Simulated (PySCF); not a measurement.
# Gas-phase XPS of `N#S(F)(F)F`, computed

Compound: F₃NS.
Bonds: N1–S2 (triple), S2–F3, S2–F4, S2–F5.

The calculation used delta-SCF UKS SCAN, pcX-3 on the ionised atom, pcseg-2 elsewhere, spin-free X2C (PySCF). Vertical ΔSCF values, vacuum level as zero.

**Question.** Give the core binding energies atom by atom.

**Answer.** 
```tsv
atom(s)	environment	level	binding energy (eV)	count
N1	nitrogen bonded to S	N 1s	405.93	1
S2	sulfur bonded to 3 F and N	S 1s	2485.80	1
F3/F4/F5	sulfur-bound fluorine	F 1s	695.06	3
```

**Question.** Which effective nuclear charge Zeff reproduces each element's mean 1s value in the hydrogen-like formula E = 13.606 eV × Zeff²?

**Answer.** N (Z = 7): mean 405.9 eV, Zeff = 5.46, Z − Zeff = 1.54; F (Z = 9): mean 695.1 eV, Zeff = 7.15, Z − Zeff = 1.85; S (Z = 16): mean 2485.8 eV, Zeff = 13.52, Z − Zeff = 2.48. Means run over the listed sites, weighted by atom count.

**Question.** Express the binding energy of F 1s of F3/F4/F5 in atomic units and per mole.

**Answer.** 695.06 eV = 25.5430 Eh = 67063 kJ/mol.

The first atom of each set that the bonding makes equivalent was ionised and stands for the set. Not every level is listed. Isolated species at its PBE0-D3(BJ)/def2-TZVP geometry, gas phase.

Time: 2.2 min wall, 2.9 min CPU; peak memory 0.83 GiB. Hardware: 2 threads of an Intel Xeon at 2.50 GHz, shared host.
